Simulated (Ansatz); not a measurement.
`C=CC1CC1` + H₂O → `OC1CC1` + `C=C` at 298.15 K and 1 bar (formal hydrolysis of a C–C bond).

Program: Ansatz. Geometries: PBE0-D4/def2-TZVP. ΔE: electronic, gas phase. CCSD(T)/CBS is the MP2 limit (def2-TZVPP, def2-QZVPP) plus CCSD(T) − MP2 in def2-TZVPP, frozen cores. This one scheme is used for every species. Each species was taken in one conformer, which may not be the lowest.

| species | CCSD(T)/CBS energy (Eh) | H − E (kJ/mol) | S (J/(mol·K)) |
| --- | --- | --- | --- |
| `C=CC1CC1` | -195.02564 | 318.0 | 303.3 |
| H₂O | -76.37941 | 66.4 | 188.7 |
| `OC1CC1` | -192.89809 | 240.2 | 276.8 |
| `C=C` | -78.48111 | 144.6 | 218.9 |

H − E and S are ideal-gas, rigid-rotor, harmonic terms from PBE0-D4/def2-TZVP, for one conformer and one mirror image of each species. 1 Eh = 2625.50 kJ/mol, R = 8.31446 J/(mol·K).

Task: By hand: ΔE, ΔH, ΔS and ΔG.

Result: ΔE = (-192.89809) + (-78.48111) − (-195.02564) − (-76.37941) = 0.02585 Eh = 67.9 kJ/mol. Δ(H − E) = 240.2 + 144.6 − 318.0 − 66.4 = 0.4, so ΔH = 68.3 kJ/mol. ΔS = 276.8 + 218.9 − 303.3 − 188.7 = 3.7 J/(mol·K). ΔG = 68.3 − 298.15 × (3.7)/1000 = 67.2 kJ/mol.

Task: By hand: the equilibrium constant, and the temperature at which ΔG would vanish if ΔH and ΔS stayed fixed.

Result: log₁₀ K = −ΔG/(RT ln 10) = -11.8. ΔG = 0 at ΔH/ΔS = 18459 K, far beyond where these terms or the molecules hold.

The number of gas molecules stays the same, so ΔS is small and ΔH decides. A doubt of 5 kJ/mol in ΔE shifts log₁₀ K by 0.9 here. Other conformers and mirror images would add mixing entropy, several J/(mol·K) or more a flexible species. These are equilibria of isolated gas molecules and say nothing of rates. Largest T1 diagnostic: 0.011 (customary marks: 0.02 for closed shells, 0.045 for open ones).
